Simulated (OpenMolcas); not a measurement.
**One shape, several levels: SCl2O2 (sulfuryl chloride)**

Wanted: a comparison of 6 runs (B3LYP/6-31G*, B3LYP/cc-pVDZ, BHLYP/cc-pVDZ, TPSS/cc-pVDZ, revPBE/cc-pVDZ, MP2/cc-pVDZ) of SCl2O2 (sulfuryl chloride). 

The results are computed with OpenMolcas 26.06.

## 1. Starting point

SCl2O2: 5 atoms, total charge 0, spin state singlet. SMILES: `O=S(=O)(Cl)Cl`. The coordinates come from a PBE0-D4/def2-TZVP relaxation.

Bond lengths: O1–S2 1.415 Å, S2–O3 1.416 Å, S2–Cl4 2.013 Å, S2–Cl5 2.013 Å. Angles: O1–S2–O3 123.0°, O1–S2–Cl4 107.8°, O1–S2–Cl5 107.8°, O3–S2–Cl4 107.8°, O3–S2–Cl5 107.8°, Cl4–S2–Cl5 100.5°.

## 2. Energy and forces at B3LYP/6-31G(d) (spherical functions) (run 1)

Contents of calc.inp:

```
>>> EXPORT MOLCAS_PRINT=2

&GATEWAY
  BasLib=$CurrDir
  Coord
  5
  bohr
  O      1.63669180     0.56748476    -2.35573259
  S     -0.12944624     0.23961727    -0.37378783
  O     -2.61103459     1.23531397    -0.45542400
  Cl    -0.39608660    -3.48692265     0.33996173
  Cl     1.49987563     1.44450665     2.84517165
  Basis=6-31Gs
  Group=NoSym

&SEWARD
  GridInput
  Grid=UltraFine
  End of Grid

&SCF
  KSDFT=B3LYP
  Thresholds=1e-10 1e-07 1e-07 1e-05
  PrOrbitals=1 2

&ALASKA
```

The basis set 6-31G* is read from a file made from the Basis Set Exchange's data (not shown).

On the command line:

```console
export MOLCAS_MEM=1860
pymolcas calc.inp > calc.log
```

What it wrote:

```text
--- Start Module: gateway ---
[...]
--- Stop Module: gateway /rc=_RC_ALL_IS_WELL_ ---
[...]
      Basis functions           82
[...]
--- Start Module: scf ---
[...]
       Convergence after  17 Iterations
[...]
::    Total KS-DFT energy                           -1468.9238915801
[...]
      Total spin, S                                     0.0000000000
[...]
      Total electronic charge=   66.000000
      Total            charge=   -0.000000
[...]
      Dipole Moment (debye):
      Origin of the operator (angstrom)=    0.0746   -0.1380    0.2153
                   X=  4.1407E-01               Y= -7.6564E-01               Z=  1.1928E+00           Total=  1.4766E+00
      Quadrupole Moment (debye*angstrom):
[...]
--- Stop Module: scf /rc=_RC_ALL_IS_WELL_ ---
[...]
--- Start Module: alaska ---
[...]
 *              Molecular gradients               *
 **************************************************
  Irreducible representation: a
 ------------------------------------------------------------------------------------------
                              X                       Y                       Z
 ------------------------------------------------------------------------------------------
  O1               -3.05473623692123E-02   -5.33854066418016E-03    3.36359049257879E-02
  S2               -4.18222270377200E-03    8.03867262494329E-03   -1.26990939899829E-02
  O3                4.23198866216552E-02   -1.67432891438040E-02    9.42795697577381E-04
  CL4               2.12308595701671E-03    2.24134914771312E-02   -3.12224150646578E-03
  CL5              -9.71338750565920E-03   -8.37033429425560E-03   -1.87573651268984E-02
 ------------------------------------------------------------------------------------------
--- Stop Module: alaska /rc=_RC_ALL_IS_WELL_ ---
[...]
```

Wall time 28 s (1 thread of Arm Neoverse V1, shared host); peak memory 0.46 GiB.

## 3. Energy and forces at B3LYP/cc-pVDZ (run 2)

Contents of mol.input:

```
&GATEWAY
BasLib=$CurrDir
BasisSet
O.cc-pVDZ....
O1 0.866100 0.300300 -1.246600 angstrom
O3 -1.381700 0.653700 -0.241000 angstrom
End of Basis
BasisSet
S.cc-pVDZ....
S2 -0.068500 0.126800 -0.197800 angstrom
End of Basis
BasisSet
Cl.cc-pVDZ....
Cl4 -0.209600 -1.845200 0.179900 angstrom
Cl5 0.793700 0.764400 1.505600 angstrom
End of Basis
&SEWARD
GridInput
Grid=UltraFine
End of Grid
&SCF
KSDFT=B3LYP
Thresholds=1e-10 1e-07 1e-07 1e-05
PrOrbitals=1
&ALASKA
```

The basis set cc-pVDZ is read from a file made from the Basis Set Exchange's data (not shown).

On the command line:

```console
export MOLCAS_MEM=1860
pymolcas mol.input > mol.log
```

What it wrote:

```text
--- Start Module: gateway ---
[...]
--- Stop Module: gateway /rc=_RC_ALL_IS_WELL_ ---
[...]
      Basis functions           82
[...]
--- Start Module: scf ---
[...]
       Convergence after  17 Iterations
[...]
::    Total KS-DFT energy                           -1468.9963204772
[...]
      Total spin, S                                     0.0000000000
[...]
      Total electronic charge=   66.000000
      Total            charge=   -0.000000
[...]
      Dipole Moment (debye):
      Origin of the operator (angstrom)=    0.0746   -0.1380    0.2153
                   X=  4.0526E-01               Y= -7.4935E-01               Z=  1.1674E+00           Total=  1.4452E+00
      Quadrupole Moment (debye*angstrom):
[...]
--- Stop Module: scf /rc=_RC_ALL_IS_WELL_ ---
[...]
--- Start Module: alaska ---
[...]
 *              Molecular gradients               *
 **************************************************
  Irreducible representation: a
 ------------------------------------------------------------------------------------------
                              X                       Y                       Z
 ------------------------------------------------------------------------------------------
  O1               -4.33650328600557E-02   -7.41514879756444E-03    4.74236291015693E-02
  O3                5.99667557079258E-02   -2.36078765501091E-02    1.09839728053096E-03
  S2               -5.82436734411440E-03    1.10809757874066E-02   -1.74421596968116E-02
  CL4               2.17711056058878E-03    2.96482444633170E-02   -5.54540924890823E-03
  CL5              -1.29544660644765E-02   -9.70619490307101E-03   -2.55344574362688E-02
 ------------------------------------------------------------------------------------------
--- Stop Module: alaska /rc=_RC_ALL_IS_WELL_ ---
[...]
```

Wall time 31 s (1 thread of Arm Neoverse V1, shared host); peak memory 0.46 GiB.

Runs 3 to 5 aren't shown in full; the table further down has their settings and results.

## 4. A single-point energy at MP2/cc-pVDZ (run 6)

Contents of calc.input:

```
&GATEWAY
 BasLib=$CurrDir
 Coord
 5
 angstrom
 O        0.866100       0.300300      -1.246600
 S       -0.068500       0.126800      -0.197800
 O       -1.381700       0.653700      -0.241000
 Cl      -0.209600      -1.845200       0.179900
 Cl       0.793700       0.764400       1.505600
 Basis=cc-pVDZ
 Group=NoSym

&SEWARD

&SCF
 Thresholds=1e-10 1e-07 1e-07 1e-05
 PrOrbitals=0

&MBPT2
 Frozen=17
```

The basis set cc-pVDZ is read from a file made from the Basis Set Exchange's data (not shown).

On the command line:

```console
export MOLCAS_MEM=1860
pymolcas calc.input > calc.log
```

What it wrote:

```text
--- Start Module: gateway ---
[...]
--- Stop Module: gateway /rc=_RC_ALL_IS_WELL_ ---
[...]
      Basis functions           82
[...]
--- Start Module: scf ---
[...]
       Convergence after  14 Iterations
[...]
::    Total SCF energy                              -1466.1391406476
[...]
      Total spin, S                                     0.0000000000
[...]
      Total electronic charge=   66.000000
      Total            charge=   -0.000000
[...]
      Dipole Moment (debye):
      Origin of the operator (angstrom)=    0.0746   -0.1380    0.2153
                   X=  5.8800E-01               Y= -1.0873E+00               Z=  1.6942E+00           Total=  2.0972E+00
      Quadrupole Moment (debye*angstrom):
[...]
--- Stop Module: scf /rc=_RC_ALL_IS_WELL_ ---
[...]
--- Start Module: mbpt2 ---
[...]
WARNING!
Default frozen orbitals as non valence orbitals is overwritten by user input.
Default values:  17
[...]
       Reference weight ( Cref**2 )         =        0.79036
::    Total MBPT2 energy                            -1466.9299197332
[...]
      Total MBPT2 calculations                           0.23      0.29
--- Stop Module: mbpt2 /rc=_RC_ALL_IS_WELL_ ---
[...]
```

Run time: 6.3 s. Hardware: 1 thread of Arm Neoverse V1, shared host; peak memory 0.46 GiB.

## 5. All runs side by side

```tsv
run	level	task	integration grid	energy (Eh)	dipole moment (D) of the reference	HOMO energy (eV)	LUMO energy (eV)	wall time
1	B3LYP/6-31G* (spherical functions)	gradient	UltraFine	-1468.923892	1.48	-9.52	-3.32	28 s
2	B3LYP/cc-pVDZ	gradient	UltraFine	-1468.996320	1.45	-9.33	-3.09	31 s
3	BHLYP/cc-pVDZ	gradient	UltraFine	-1468.871153	1.73	-11.19	-1.87	27 s
4	TPSS/cc-pVDZ	gradient	UltraFine	-1469.049868	1.20	-8.17	-3.65	42 s
5	revPBE/cc-pVDZ	gradient	UltraFine	-1468.687361	1.16	-7.98	-3.62	31 s
6	MP2/cc-pVDZ	energy	–	-1466.929920	2.10	-13.64	0.95	6.3 s
```

## 6. Outcome

| quantity | value |
| --- | --- |
| run 6: total energy | -1466.92992 Eh |
| run 6: dipole moment (mean-field density) | 2.10 D |
| run 6: HOMO energy (Hartree–Fock orbitals) | -13.64 eV |
| run 6: LUMO energy (Hartree–Fock orbitals) | 0.95 eV |
| run 6: HOMO–LUMO gap (Hartree–Fock orbitals) | 14.59 eV |
| run 6: correlation energy (17 core orbitals frozen) | -790.8 mEh |

What this shows: Over runs 1, 2, 3, 4, 5 the dipole moment (its size) runs from 1.16 D (revPBE/cc-pVDZ) to 1.73 D (BHLYP/cc-pVDZ). Over runs 1, 2, 3, 4, 5 the HOMO–LUMO gap runs from 4.35 eV (revPBE/cc-pVDZ) to 9.32 eV (BHLYP/cc-pVDZ). Totals of different functionals can't be ranked against each other. All runs together took 2.8 min, the longest 42 s.
